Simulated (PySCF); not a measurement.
PySCF input:

```python
from pyscf import gto, scf, dft

mol = gto.M(
    atom='''
    C    -0.00170870   -0.66567344    0.81387215
    C    -0.00719668    0.66934088    0.81082855
    C     0.00705435   -0.78630365   -0.69668354
    C     0.00060264    0.78315033   -0.70026163
    H    -0.00295721   -1.40814764    1.60151577
    H    -0.01456410    1.41536330    1.59507864
    H    -0.87601309   -1.24870475   -1.14280492
    H     0.89873399   -1.24138698   -1.13309362
    H     0.88851889    1.24355459   -1.13875886
    H    -0.88622818    1.23623681   -1.14847016
    ''',
    basis='def2-tzvpd',
    charge=0,
    spin=0,
    verbose=4,
)

mf = scf.RHF(mol).density_fit(auxbasis='def2-universal-jkfit')
mf.conv_tol = 1e-9
mf.max_cycle = 100
mf.max_memory = 1500
mf.kernel()
if not mf.converged:
    mf = mf.newton()
    mf.kernel(mf.make_rdm1())
mf.analyze()
```

### Question
Predict the final energy.

### Answer
-154.95592 Eh (HF/def2-TZVPD).
